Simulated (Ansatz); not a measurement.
**LiMg (quartet): wave-function methods side by side, aug-cc-pVTZ**

Aim: climb from Hartree-Fock through coupled cluster for LiMg (quartet) at one geometry and basis, and see what each rung misses.

Program: Ansatz 0.2.0, Gaussian basis. Level of theory: aug-cc-pVTZ, core rule «outside noble gas», up to 6 orbitals frozen. These are calculated values, not measurements.

To be run: UHF; CCSD(T) on ROHF; CCSD(T) on UHF; BCCD(T) on ROHF; CCSDT on ROHF; CCSDT on UHF; Full CI.

26 further runs of the same task are left out: 7 for a known fault of the program, 7 that didn't finish, 12 set aside as unsound or not needed.

## (1) The system

The geometry is a PBE0/def2-TZVPD stationary point (not a proven minimum) of the parent state, kept for this charge and spin.

2 atoms, charge 0, spin multiplicity 4.

Atoms are counted from 1 here; the program's logs count them from 0.

No contacts short enough for the rule that draws bonds.

## (2) UHF

The input, in.yaml:

```yaml
crystal:
  periodic: [false, false, false]
  atoms:
    - {symbol: Li, position_ang: [0.000000, 0.000000, 0.000000]}
    - {symbol: Mg, position_ang: [0.000000, 0.000000, 2.940100]}
basis:
  gaussian: {orbitals: aug-cc-pVTZ}
magnetization: {spin_polarized: true, initial_magnetization: 3}
hamiltonian: {xc: hf}
output: {orbitals: {seedname: orbitals}}
```

The run is started by

```bash
> ansatz run in.yaml --threads 1 --pin off --events-out ev --progress --plain --max-ram 2393MiB
```

Further steps of the session: CCSD(T) on ROHF; CCSD(T) on UHF; BCCD(T) on ROHF; CCSDT on ROHF; CCSDT on UHF; Full CI.

**Question.** What will the summary of the whole plan be? Wanted: FCI from the RHF energy; RMP2 from FCI; UMP2 from FCI; RCCSD from FCI; RCCSD(T) from FCI; UCCSD(T) from FCI; T1 diagnostic; effectively unpaired electrons.

The runs gave:

| quantity | value |
| --- | --- |
| FCI from the ROHF energy | -0.3921 eV |
| RMP2 from FCI | +167.9 meV |
| UMP2 from FCI | +166.4 meV |
| RCCSD from FCI | +10.4 meV |
| RCCSD(T) from FCI | +3.9 meV |
| UCCSD(T) from FCI | +2.5 meV |
| levels within 1 kcal/mol (43 meV) | RCCSD, UCCSD, RCCSD(T), UCCSD(T), BCCD(T), RCCSDT, UCCSDT |
| T1 diagnostic | 0.020 |
| effectively unpaired electrons | 3.00 |

What this shows: RCCSD(T) misses by +3.9 meV, 1.0 % of the correlation energy. One determinant dominates. These misses are within one basis, not against nature; the frozen cores of restricted and unrestricted runs differ, which can shift their rows.

Levels on UHF freeze UHF's core orbitals, full CI those of ROHF, so the U rows can settle a little off it for that reason alone.
